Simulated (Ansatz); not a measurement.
A calculation with Ansatz (development build ahead of 0.2.0).

```yaml
crystal:
  periodic: [false, false, false]
  atoms:
    - { symbol: S, position_ang: [0.0, 0.0, 0.0] }
    - { symbol: S, position_ang: [0.0, 0.0, 1.73375] }
basis:
  gaussian: { orbitals: def2-SVP }
total_charge: 1
magnetization:
  initial_magnetization: 1
hamiltonian:
  xc: hf
correlation:
  method: mp2
  frozen_orbitals: { S: 5 }
```

The input is written out in the form of the current development build from the run's settings. Correlation on restricted open-shell orbitals is semicanonical, with singles.

Output:

| Quantity | Value |
| --- | --- |
| Converged | yes |
| Reference energy | -794.44684 hartree |
| Correlation energy | -0.24898 hartree |
| Total energy | -794.69582 hartree |
| Spin squared of the determinant | 0.750 |
| Stability test | minimum among restricted orbitals |
| Occupied orbitals by symmetry in an Abelian subgroup (alpha; beta) | 5 Ag 4 B1u 2 B2g 2 B2u 1 B3g 2 B3u; 5 Ag 4 B1u 1 B2g 2 B2u 1 B3g 2 B3u |

Messages of the program:
```
mean field -21617.99987734 eV, -794.4468422857 hartree, gradient 2.3e-6 eV, S^2 0.750000; 2 other ends of a descent, 0 dependent functions left out
```

Caution: MP2 on this radical cation hangs on the determinant chosen.
